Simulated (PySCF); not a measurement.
C₂H₆O. Atoms are numbered in the order given.

```xyz
9

C      1.1601     0.0000    -0.1937
O      0.0000     0.0000     0.5882
C     -1.1601     0.0000    -0.1937
H      1.2140     0.8907    -0.8363
H      1.2140    -0.8907    -0.8363
H      2.0155     0.0000     0.4822
H     -1.2140     0.8907    -0.8363
H     -2.0155     0.0000     0.4822
H     -1.2140    -0.8907    -0.8363
```
Charge 0, spin multiplicity 1.

Geometry optimised at PBE0-D3(BJ)/def2-TZVP.

These are PBE/pcSseg-1 in PySCF values and carry that method's errors.

GIAO shieldings, no solvent; atoms alike by connectivity are averaged. δ = σ(ref) − σ: ¹³C against TMS (σ = 182.0 ppm); ¹⁷O against H2O (σ = 334.3 ppm); ¹H against TMS (σ = 31.49 ppm), references at their B3LYP-D3(BJ)/def2-TZVP geometries, non-relativistic.

| nucleus | atoms | count | δ (ppm) |
|---|---|---|---|
| ¹³C | C1, C3 | 2 | 64.5 |
| ¹⁷O | O2 | 1 | 14.3 |
| ¹H | H4, H5, H6, H7, H8, H9 | 6 | 3.35 |
